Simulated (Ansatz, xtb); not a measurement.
Two isomers of CH7Si2+

Structure I: `[SiH2+]C[SiH3]`, a singlet. Structure II: `C[SiH+][SiH3]`, a singlet. Both are isolated ions in the gas phase, relaxed with B3LYP-D3(BJ)/def2-SVP; each stands in its lowest conformer found.

Task: Estimate E(II) − E(I) at the level CCSD(T)/def2-TZVP.

Result: Calculated at CCSD(T)/def2-TZVP: E(II) − E(I) = −2.5 kcal/mol, so structure II lies lower.

The same difference at several levels:

| level | geometry | E(II) − E(I) (kcal/mol) | departure from the last row (kcal/mol) | job, with rough time for the two |
| --- | --- | --- | --- | --- |
| GFN2-xTB | GFN2-xTB | 0.0 | +2.5 | optimisation, 3.5 s |
| HF/STO-3G | GFN2-xTB | −13.2 | −10.7 | single point, 2 s |
| r2SCAN-D4/def2-SVP | GFN2-xTB | −3.5 | −1.0 | single point, 11 s |
| B3LYP-D3(BJ)/def2-SVP | B3LYP-D3(BJ)/def2-SVP | −3.8 | −1.3 | optimisation, 3.4 min |
| HF/def2-TZVP | B3LYP-D3(BJ)/def2-SVP | −2.9 | −0.4 | part of the CCSD(T) run |
| MP2/def2-TZVP | B3LYP-D3(BJ)/def2-SVP | −0.4 | +2.1 | part of the CCSD(T) run |
| CCSD(T)/def2-TZVP | B3LYP-D3(BJ)/def2-SVP | −2.5 |  | single point, 66 s |

As drawn, II has 1 Si–Si, 1 C–H in place of 1 C–Si, 1 Si–H.

GFN2-xTB, MP2/def2-TZVP find them nearly level. The largest departure from CCSD(T)/def2-TZVP is that of HF/STO-3G, 10.7 kcal/mol.

With harmonic frequencies from B3LYP-D3(BJ)/def2-SVP (ideal gas, rigid rotor, one conformer each, 298.15 K, 1 atm): on the last row, ΔE + ΔZPE = −2.1 kcal/mol. A mode under 50 cm⁻¹ makes harmonic enthalpies and free energies unreliable, so none is given.

The correlated steps freeze 11 core orbitals. Run with Ansatz 0.2.0, xtb 6.7.1; the last row on 2 threads of AMD EPYC (Zen 3) on a shared host.
